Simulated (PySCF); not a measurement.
Isomers of C4H12NP.

All values: PBE0/pcSseg-1 (PySCF) at GFN2-xTB geometries, gas phase, one conformer each.

Question: Rank by the lowest IAO charge on any atom, highest value first.
A. `[CH3:1][N:2]([CH3:3])[P:4]([CH3:5])[CH3:6]` with C1–N2–P4–C5 -68°
B. `[CH3:1][CH2:2][N:3]([PH2:4])[CH2:5][CH3:6]` with C1–C2–N3–P4 90°, C2–N3–P4–H -111° and 158°, C2–N3–C5–C6 95°
C. `CN=P(C)(C)C`
D. `[CH3:1][CH:2]([CH3:3])[P:4]([CH3:5])[NH2:6]` with C1–C2–P4–C5 -70°, C2–P4–N6–H -81° and 162°

Answer: B (-0.447 e), A (-0.614 e), D (-0.778 e), C (-0.834 e).

Question: Rank by the highest IAO charge on any atom, lowest value first.
A. `[CH3:1][CH2:2][N:3]([PH2:4])[CH2:5][CH3:6]` with C1–C2–N3–P4 90°, C2–N3–P4–H -111° and 158°, C2–N3–C5–C6 95°
B. `CN=P(C)(C)C`
C. `[CH3:1][N:2]([CH3:3])[P:4]([CH3:5])[CH3:6]` with C1–N2–P4–C5 -68°

Answer: A (+0.345 e), C (+0.603 e), B (+1.364 e).

Question: Rank by HOMO–LUMO gap, highest first.
A. `[CH3:1][CH2:2][N:3]([PH2:4])[CH2:5][CH3:6]` with C1–C2–N3–P4 90°, C2–N3–P4–H -111° and 158°, C2–N3–C5–C6 95°
B. `[CH3:1][PH:2][CH2:3][N:4]([CH3:5])[CH3:6]` with C1–P2–C3–N4 -164°, P2–C3–N4–C5 167°
C. `[CH3:1][CH:2]([CH3:3])[P:4]([CH3:5])[NH2:6]` with C1–C2–P4–C5 -70°, C2–P4–N6–H -81° and 162°
D. `CN=P(C)(C)C`

Answer: B (7.10 eV), A (6.95 eV), C (6.79 eV), D (6.54 eV).

All values together:

```tsv
SMILES	μ (D)	HOMO (eV)	LUMO (eV)	lowest IAO charge (e)	highest IAO charge (e)	lowest Hirshfeld charge (e)	highest Hirshfeld charge (e)
CPCN(C)C	1.43	-6.16	0.94	-0.606 (C)	+0.335 (P)	-0.164 (C)	+0.114 (P)
CN(C)P(C)C	0.72	-5.57	1.17	-0.614 (C)	+0.603 (P)	-0.171 (C)	+0.180 (P)
CC(C)P(C)N	0.60	-5.81	0.98	-0.778 (N)	+0.595 (P)	-0.274 (N)	+0.171 (P)
CN=P(C)(C)C	3.11	-5.62	0.92	-0.834 (N)	+1.364 (P)	-0.336 (N)	+0.412 (P)
CCN(P)CC	1.48	-6.23	0.72	-0.447 (N)	+0.345 (P)	-0.127 (C/N)	+0.114 (P)
```

Conformers: `[CH3:1][PH:2][CH2:3][N:4]([CH3:5])[CH3:6]` with C1–P2–C3–N4 -164°, P2–C3–N4–C5 167°; `[CH3:1][N:2]([CH3:3])[P:4]([CH3:5])[CH3:6]` with C1–N2–P4–C5 -68°; `[CH3:1][CH:2]([CH3:3])[P:4]([CH3:5])[NH2:6]` with C1–C2–P4–C5 -70°, C2–P4–N6–H -81° and 162°; `[CH3:1][CH2:2][N:3]([PH2:4])[CH2:5][CH3:6]` with C1–C2–N3–P4 90°, C2–N3–P4–H -111° and 158°, C2–N3–C5–C6 95°.
